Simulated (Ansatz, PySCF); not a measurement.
This triplet is an excited state, 0.89 eV above the relaxed singlet at the level composite: frozen-core CCSD(T) with HF/cc-pV5Z and the correlation energy extrapolated as X^-3 from cc-pVQZ and cc-pV5Z, plus full CI minus CCSD(T) in cc-pVDZ // PBE0-D3(BJ)/def2-TZVP (Ansatz, a first-principles code).

```xyz
3

Si    -0.0018     0.5047     0.0000
H     -1.2775    -0.2570     0.0000
H      1.2793    -0.2477     0.0000
```

Charge 0, multiplicity 3.

### Question
Give the Mulliken and meta-Löwdin atomic charges from PBE0-D3(BJ)/def2-TZVP (PySCF).

### Answer

```json
[
 {"atom": "Si1", "Mulliken (e)": "-0.07", "meta-Löwdin (e)": "0.07"},
 {"atom": "H2", "Mulliken (e)": "0.04", "meta-Löwdin (e)": "-0.03"},
 {"atom": "H3", "Mulliken (e)": "0.04", "meta-Löwdin (e)": "-0.03"}
]
```
